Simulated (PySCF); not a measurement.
## B: electron affinity

B- [He] 2s2 2p2 (3P) → B [He] 2s2 2p1 (2P), as a difference of total energies. Calculation: PySCF 2.14, in dyall-v3z with one added diffuse shell each of s, p, d type (15s9p3d1f, 64 functions); the spin-free X2C one-electron Hamiltonian (Gaussian nucleus). Correlated levels: valence: 1s2 frozen; virtual orbitals above 40 to 60 times the deepest correlated orbital energy dropped. The calculations carry no spin-orbit coupling.

```tsv
method	electron affinity (eV)	error (eV)
UHF	-0.307	-0.587
MP2 (valence)	0.182	-0.098
SCS-MP2 (valence)	0.035	-0.245
CCSD (valence)	0.147	-0.133
CCSD(T) (valence)	0.207	-0.073
```

Reference: 0.280 eV (measured; photodetachment measurements, as compiled on the Wikipedia data page of electron affinities).

Errors of the correlated levels include the incompleteness of this basis and the frozen core.

A negative affinity means that the anion lies above the atom at that level of theory.
